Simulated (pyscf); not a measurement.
fluoromethane (H₃C–F) + methyl (CH₃•) → •H₂C–F + methane (CH₄) (hydrogen abstraction; doublet surface; C–H broken, C–H formed). Optimised with ωB97X-D3(BJ)/def2-SVP in PySCF. Correlated levels are frozen-core, on RHF or UHF. ΔMP2 is the change of the MP2 total energy from the triple- to the quadruple-zeta basis. Energies in kcal/mol from the separated reactants.

```json
[
 {"level": "PBE/def2-TZVP", "barrier": "7.1", "reaction energy": "-6.4"},
 {"level": "PBE0-D3(BJ)/def2-TZVP", "barrier": "10.8", "reaction energy": "-5.2"},
 {"level": "ωB97M-D3(BJ)/def2-TZVP", "barrier": "14.4", "reaction energy": "-4.9"},
 {"level": "HF/def2-TZVP", "barrier": "29.5", "reaction energy": "-1.6"},
 {"level": "MP2/def2-QZVPP", "barrier": "17.4", "reaction energy": "-3.8"},
 {"level": "CCSD(T)/def2-TZVPP", "barrier": "…", "reaction energy": "-3.8"},
 {"level": "CCSD(T)/def2-TZVPP + ΔMP2(QZVPP)", "barrier": "…", "reaction energy": "…"}
]
```

Q: Fill in the missing entries.

A: 
- CCSD(T)/def2-TZVPP, barrier: 16.1
- CCSD(T)/def2-TZVPP + ΔMP2(QZVPP), barrier: 16.1
- CCSD(T)/def2-TZVPP + ΔMP2(QZVPP), reaction energy: -3.7

Of the functionals in the table, ωB97M-D3(BJ) is closest to CCSD(T)/def2-TZVPP + ΔMP2(QZVPP) in the barrier (1.6 kcal/mol apart) and PBE least close (9.0 kcal/mol); that level has limits of its own. This is the saddle that the search found; another between the same sides may lie lower. The angle at the transferred H is 172°. The CCSD(T) − MP2 part came from Ansatz, without density fitting, on the same reference.
